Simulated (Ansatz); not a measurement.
A geometry relaxed with r2SCAN-D4/def2-TZVP (Ansatz, an electronic-structure program), charge 0, multiplicity 1:

```xyz
7

C     -0.5677    -0.0632    -0.0079
H      1.2288     0.8093    -0.4470
H     -0.9887    -0.6569     0.8064
H      1.3736    -0.5924     0.3565
H     -1.1455     0.8619    -0.0642
N      0.8244     0.2583     0.3021
H     -0.7248    -0.6170    -0.9458
```

### Question
Write the SMILES of this molecule.

### Answer
`CN`
